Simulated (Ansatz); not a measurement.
# CH3AlO: the cost of one run

Program: Ansatz 0.2.0 through its Python package. The levels of theory stand in the script. These are calculated values, not measurements.

## Step 1: Starting point

Bond lengths: O1–C2 1.266 Å, C2–Al3 1.968 Å, C2–H4 1.055 Å, Al3–H5 1.587 Å, Al3–H6 1.626 Å. Angles: O1–C2–Al3 121.4°, O1–C2–H4 119.4°, Al3–C2–H4 119.0°, C2–Al3–H5 120.6°, C2–Al3–H6 119.4°, H5–Al3–H6 119.9°.

The script holds or builds the structure itself.

## Step 2: The script

Input file run_cas.py:

```python
"""Static correlation in CH3AlO: natural occupations of an active space."""

import warnings

import ansatz

warnings.simplefilter("ignore", ansatz.DeckWarning)

molecule = (
    ansatz.Crystal.molecule()
    .atom("O", [0.2363, -1.7363, 0.9958])
    .atom("C", [-0.1288, -1.0599, -0.0102])
    .atom("Al", [0.0477, 0.9003, -0.0461])
    .atom("H", [-0.4426, -1.5605, -0.8837])
    .atom("H", [-0.3276, 1.7215, -1.3511])
    .atom("H", [0.6571, 1.671, 1.2492])
)

calculation = (
    molecule.calculation()
    .basis(gaussian="6-31G*")
    .correlation(active_electrons=6, active_orbitals=6)
)
for method in [None, "sc_nevpt2"]:
    data = (calculation if method is None else calculation.correlation(method)).run(threads=1).report
    space = data["configurations"]
    state = space["states"][0]
    print(method or "casscf", f"total {data['free_energy_ev'] / 27.211386246:.6f} Ha, active-space state {state['energy']['hartree']:.6f} Ha, mean field {data['reference_energy_ev'] / 27.211386246:.6f} Ha")
    print("  determinants", state["n_determinants"], " natural occupations", [round(n, 3) for n in space["natural_occupations"]])
```

## Step 3: The input behind the calls

The package turns the script's settings into the engine's input (first run):

```yaml
crystal:
  periodic: [false, false, false]
  atoms:
    - { symbol: O, position_ang: [0.2363, -1.7363, 0.9958] }
    - { symbol: C, position_ang: [-0.1288, -1.0599, -0.0102] }
    - { symbol: Al, position_ang: [0.0477, 0.9003, -0.0461] }
    - { symbol: H, position_ang: [-0.4426, -1.5605, -0.8837] }
    - { symbol: H, position_ang: [-0.3276, 1.7215, -1.3511] }
    - { symbol: H, position_ang: [0.6571, 1.671, 1.2492] }
basis:
  gaussian:
    orbitals: "6-31G*"
correlation:
  active_space:
    window:
      electrons: 6
      orbitals: 6
```

## Step 4: The run

The run is started by

```console
$ python run_cas.py
```

What time and memory should one allow on 1 thread of Arm Neoverse V2, shared host?

About 4.4 s, with a peak of 0.16 GiB.
